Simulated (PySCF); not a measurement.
Energy landscape of CH3, doublet: umbrella (inversion) coordinate, bond length relaxed. Scanned: angle between the C-H bonds and the threefold axis (90 = planar). Other coordinates (C-H bond length) were minimised at PBE0/def2-TZVP.

Levels: CCSD on UHF/cc-pVTZ, 1 core orbital frozen (PySCF); UKS-M06-2X/6-31G* = unrestricted M06-2X/6-31G*, spherical d in PySCF 2.14.0; PBE = unrestricted PBE/cc-pVTZ run with PySCF 2.14.0.

Energies in mEh, each method relative to its own lowest point.

```json
[
 {"a / °": "90", "CCSD": "0.0", "UKS-M06-2X/6-31G*": "0.0", "PBE": "0.0"},
 {"a / °": "93", "CCSD": "0.1", "UKS-M06-2X/6-31G*": "0.0", "PBE": "0.1"},
 {"a / °": "96", "CCSD": "0.6", "UKS-M06-2X/6-31G*": "?", "PBE": "0.6"},
 {"a / °": "99", "CCSD": "1.5", "UKS-M06-2X/6-31G*": "?", "PBE": "1.5"},
 {"a / °": "102", "CCSD": "3.0", "UKS-M06-2X/6-31G*": "?", "PBE": "3.0"},
 {"a / °": "105", "CCSD": "5.3", "UKS-M06-2X/6-31G*": "?", "PBE": "5.3"},
 {"a / °": "108", "CCSD": "8.8", "UKS-M06-2X/6-31G*": "6.8", "PBE": "8.6"},
 {"a / °": "111", "CCSD": "13.6", "UKS-M06-2X/6-31G*": "?", "PBE": "13.2"},
 {"a / °": "114", "CCSD": "20.0", "UKS-M06-2X/6-31G*": "17.4", "PBE": "19.2"},
 {"a / °": "117", "CCSD": "28.2", "UKS-M06-2X/6-31G*": "25.4", "PBE": "26.9"},
 {"a / °": "120", "CCSD": "38.4", "UKS-M06-2X/6-31G*": "35.6", "PBE": "36.5"},
 {"a / °": "123", "CCSD": "50.8", "UKS-M06-2X/6-31G*": "48.2", "PBE": "48.2"},
 {"a / °": "126", "CCSD": "65.6", "UKS-M06-2X/6-31G*": "63.5", "PBE": "62.1"},
 {"a / °": "129", "CCSD": "83.0", "UKS-M06-2X/6-31G*": "81.6", "PBE": "78.5"},
 {"a / °": "132", "CCSD": "103.2", "UKS-M06-2X/6-31G*": "103.0", "PBE": "97.7"}
]
```

Complete the blanks.


- 96, UKS-M06-2X/6-31G*: 0.2
- 99, UKS-M06-2X/6-31G*: 0.7
- 102, UKS-M06-2X/6-31G*: 1.8
- 105, UKS-M06-2X/6-31G*: 3.7
- 111, UKS-M06-2X/6-31G*: 11.2
